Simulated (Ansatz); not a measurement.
This Ansatz (a program for electronic structure) input (PBE/jun-cc-pV(T+d)Z) gives -95.76602 Eh with 148 basis functions. A basis named .json is the Basis Set Exchange file of that set (core-valence sets with the plain set on hydrogen).

Ansatz 0.2 input:
```yaml
crystal:
  periodic: [false, false, false]
  atoms:
    - {symbol: C, position_ang: [0.05421122, 0.70484056, 0.00025981]}
    - {symbol: N, position_ang: [0.04393301, -0.75753911, 0.00046505]}
    - {symbol: H, position_ang: [-0.93688026, 1.17928349, -0.00704903]}
    - {symbol: H, position_ang: [-0.44952413, -1.11274988, 0.81056760]}
    - {symbol: H, position_ang: [-0.43767370, -1.11306154, -0.81660260]}
    - {symbol: H, position_ang: [0.58924350, 1.06029739, 0.88241211]}
    - {symbol: H, position_ang: [0.60203622, 1.05996094, -0.87414231]}
basis:
  gaussian:
    orbitals: jun-cc-pV_T+d_Z.json
hamiltonian:
  xc: {name: PBE}
magnetization: {spin_polarized: false}
```

Change:
```diff
- orbitals: jun-cc-pV_T+d_Z.json
+ orbitals: def2-TZVPP
```

Q: What does the run give now?

A: -95.76714 Eh (PBE/def2-TZVPP, 132 functions), a change of -1.12 mEh.
